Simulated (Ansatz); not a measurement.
# BSiHCl (doublet): from Hartree-Fock to the top rungs at a displaced geometry (v2), cc-pVDZ

How much of the correlation energy of BSiHCl (doublet) does each wave-function method recover here?

Program: Ansatz 0.2.0, Gaussian basis. Level of theory: cc-pVDZ, core rule «outside noble gas», up to 11 orbitals frozen. These are calculated values, not measurements.

Plan: UHF; CCSD(T) on ROHF; CCSD(T) on UHF; BCCD(T) on ROHF; CISD as a restricted active space (open shells left free, so some higher excitations enter); CCSDT(Q) on ROHF; CCSDT(Q) on UHF; CASSCF and MRCISD+Q, 9 electrons in 9 orbitals; CASSCF and NEVPT2, 9 electrons in 9 orbitals.

17 further runs of the same task are left out: 5 that didn't finish, 12 set aside as unsound or not needed. Runs told in other sessions of the task aren't counted.

## Step 1: What is computed

The geometry is a PBE0/def2-TZVP stationary point (not a proven minimum) with its atoms shifted at random (size 0.100 Å).

4 atoms, charge 0, spin multiplicity 2.

Atoms are counted from 1 here; the program's logs count them from 0.

Bond lengths: B1–Si2 2.009 Å, Si2–Cl3 2.063 Å, Si2–H4 1.411 Å. Angles: B1–Si2–Cl3 125.1°, B1–Si2–H4 123.5°, Cl3–Si2–H4 109.6°.

## Step 2: UHF

Contents of in.yaml:

```yaml
crystal:
  periodic: [false, false, false]
  atoms:
    - {symbol: B, position_ang: [0.103037, -0.765543, 2.291762]}
    - {symbol: Si, position_ang: [-0.061837, 0.443981, 0.696242]}
    - {symbol: Cl, position_ang: [0.014783, -0.170718, -1.272021]}
    - {symbol: H, position_ang: [0.097892, 1.844700, 0.760382]}
basis:
  gaussian: {orbitals: cc-pVDZ}
magnetization: {spin_polarized: true, initial_magnetization: 1}
hamiltonian: {xc: hf}
output: {orbitals: {seedname: orbitals}}
```

On the command line:

```
> ansatz run in.yaml --threads 1 --pin off --events-out ev --progress --plain --max-ram 2393MiB
```

Further steps of the session: CCSD(T) on ROHF; CCSD(T) on UHF; BCCD(T) on ROHF; CISD as a restricted active space (open shells left free, so some higher excitations enter); CCSDT(Q) on ROHF; CCSDT(Q) on UHF; CASSCF and MRCISD+Q, 9 electrons in 9 orbitals; CASSCF and NEVPT2, 9 electrons in 9 orbitals.

**Question.** What will the summary of the whole plan be? Wanted: RCCSDT(Q) from the RHF energy; RMP2 from RCCSDT(Q); UMP2 from RCCSDT(Q); RCCSD from RCCSDT(Q); RCCSD(T) from RCCSDT(Q); UCCSD(T) from RCCSDT(Q); UCCSDT(Q) from RCCSDT(Q); T1 diagnostic.

**Answer**, as computed:

| quantity | value |
| --- | --- |
| RCCSDT(Q) from the ROHF energy | -9.0750 eV |
| RMP2 from RCCSDT(Q) | +162.9 kJ/mol |
| UMP2 from RCCSDT(Q) | +167.8 kJ/mol |
| RCCSD from RCCSDT(Q) | +34.1 kJ/mol |
| RCCSD(T) from RCCSDT(Q) | +7.4 kJ/mol |
| UCCSD(T) from RCCSDT(Q) | +10.4 kJ/mol |
| UCCSDT(Q) from RCCSDT(Q) | 0.0 kJ/mol |
| levels within 1 kcal/mol (43 meV) | RCCSDT, UCCSDT, UCCSDT(Q) |
| T1 diagnostic | 0.049 |

**Reading.** RCCSD(T) misses by +7.4 kJ/mol, 0.8 % of the correlation energy. CCSD(T) misses by +7.4 kJ/mol on the restricted determinant and by +10.4 kJ/mol on the unrestricted one; the two need not hold the same state or core. These misses are within one basis, not against nature; the frozen cores of restricted and unrestricted runs differ, which can shift their rows.

With open shells the CI space here admits some higher excitations, so it is larger than plain CISD.
